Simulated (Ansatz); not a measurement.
## CH₄S, singlet: CASSCF and its corrections

Program: Ansatz, Gaussian basis, development build. Basis aug-cc-pVDZ on C/H, aug-cc-pV(D+d)Z on S, nonrelativistic, no frozen core. State-specific CASSCF; RHF is the lowest restricted (open-shell) Hartree–Fock solution met. No symmetry is imposed, so a solution can break that of the shape. The lowest solution met needn't be the lowest there is, nor hold the orbitals that a chemist would pick.

Geometry. A bond is stretched, to 1.58 times the sum of the covalent radii.

```
atom    x (Å)    y (Å)    z (Å)
   C   0.0000  -0.0549  -1.1546
   S   0.0000   0.1544   0.6477
   H   0.0000  -1.9318   1.1451
   H   0.0000   0.9468  -1.5849
   H   0.8923  -0.5782  -1.4982
   H  -0.8923  -0.5782  -1.4982
```

What do CASSCF and its corrections give against RHF in CAS(2,2), and what are the occupations?

CASSCF -1.366 eV, SC-NEVPT2 -10.659 eV; occupations 1.79, 0.21.

Roughly how much CPU time does a whole run from the default start take (median of such runs, summed over threads; nearly all runs on one pinned thread of a shared server, mostly Xeon at 2.3 to 2.6 GHz, by a development driver)?

CAS(2,2): about 2.5 s. Other jobs ran beside these, and the count of passes differs.
